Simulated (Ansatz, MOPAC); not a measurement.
Process, species as SMILES: ClC(Cl)(Cl)Cl + 3 C (CH4) → 4 CCl (CH3Cl) [chloromethane]

Wanted: bond separation energy (enthalpy at 298 K), in kcal/mol. Terms: non-relativistic; 6-31G* and kin with 6d, 5d where marked; no spin-orbit coupling; dispersion terms only where a functional's name holds one. Ab initio and DFT rows: single points at B3LYP-D3(BJ) geometries (Ansatz, a quantum-chemistry and plane-wave program), with unscaled harmonic terms from B3LYP/6-31G* (Ansatz) at its own minima. Semi-empirical rows: MOPAC heats of formation at their own minima for 298 K.

| species | coefficient | E at PBE/6-31G* (Ansatz), Eh | E at PBE/def2-TZVPD (Ansatz), Eh | H(298 K) - E, kcal/mol | heat of formation at PM6 (MOPAC), kcal/mol |
|---|---|---|---|---|---|
| ClC(Cl)(Cl)Cl | -1 | -1878.01268 | -1878.16529 | 9.96 | -23.36 |
| C (CH4) | -3 | -40.44431 | -40.46301 | 30.76 | -12.29 |
| CCl (CH3Cl) | +4 | -499.84050 | -499.89123 | 26.40 | -15.06 |

Measured values: Active Thermochemical Tables 1.112 (ions: stationary electron), as tabulated in the package chemicals; they hold spin-orbit and core effects, anharmonicity.  Value to compare with, the measured value: -2.2 kcal/mol. 1 Eh = 627.5095 kcal/mol.

Q: Work the quantity out at each level, and compare with the measured value.

A: 
- PBE/6-31G*: the sum of coefficient times E is -0.01639 Eh, or -10.28 kcal/mol; the thermal terms add 3.36. Result: -6.9 kcal/mol. Its error against the measured value is -4.7 kcal/mol.
- PBE/def2-TZVPD: the sum of coefficient times E is -0.01060 Eh, or -6.65 kcal/mol; the thermal terms add 3.36. Result: -3.3 kcal/mol. Its error against the measured value is -1.1 kcal/mol.
- PM6: the sum of coefficient times heat of formation is -0.01 kcal/mol; it needs no thermal term. Its error against the measured value is 2.2 kcal/mol.
